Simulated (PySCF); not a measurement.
Simulated outer-valence photoelectron spectrum of 3-chlorothiophene (`c1cc(Cl)cs1`). Method used: EOM-IP-CCSD/aug-cc-pVDZ in PySCF, restricted Hartree–Fock reference, frozen core, non-relativistic, gas phase, PBE0-D3(BJ)/def2-SVP geometry.

Each root has a Gaussian of 0.3 eV full width with its one-hole share as area; cross sections and vibrations are left out, and the highest printed point is 100.

(ionisation energy (eV), intensity): (8.5, 1), (8.6, 5), (8.7, 20), (8.8, 45), (8.9, 55), (9.0, 37), (9.1, 18), (9.2, 23), (9.3, 46), (9.4, 54), (9.5, 35), (9.6, 12), (9.7, 2), (9.8, 0), (9.9, 0), (10.0, 0), (10.1, 0), (10.2, 0), (10.3, 0), (10.4, 0), (10.5, 0), (10.6, 0), (10.7, 0), (10.8, 0), (10.9, 0), (11.0, 1), (11.1, 9), (11.2, 29), (11.3, 52), (11.4, 50), (11.5, 26), (11.6, 8), (11.7, 2), (11.8, 6), (11.9, 22), (12.0, 46), (12.1, 55), (12.2, 44), (12.3, 45), (12.4, 56), (12.5, 46), (12.6, 21), (12.7, 5), (12.8, 1), (12.9, 0), (13.0, 0), (13.1, 0), (13.2, 0), (13.3, 0), (13.4, 2), (13.5, 15), (13.6, 53), (13.7, 99), (13.8, 100), (13.9, 57), (14.0, 27), (14.1, 35), (14.2, 54), (14.3, 47), (14.4, 22), (14.5, 6), (14.6, 1)

Where are the maxima, and how many lines lie under the curve?

7 maxima, at 8.9, 9.4, 11.3, 12.1, 12.4, 13.8 and 14.2 eV, from 8 lines. At this width some lines have no maximum of their own.

List the lines with their holes.

| E (eV) | leading hole (HF orbital) | area | Koopmans (eV) |
| --- | --- | --- | --- |
| 8.88 | HOMO | 0.95 | 9.12 |
| 9.38 | HOMO-1 | 0.95 | 9.66 |
| 11.35 | HOMO-2 | 0.95 | 12.42 |
| 12.07 | HOMO-3 | 0.93 | 13.14 |
| 12.43 | HOMO-4 | 0.95 | 13.50 |
| 13.74 | HOMO-6 | 0.90 | 15.28 |
| 13.76 | HOMO-5 | 0.95 | 14.92 |
| 14.23 | HOMO-7 | 0.94 | 15.77 |

The widest gap, 1.97 eV, lies between 9.38 and 11.35 eV. Only orbitals with −ε under 21 eV, eight at most, were ionised, so the high end of the curve may lack lines.
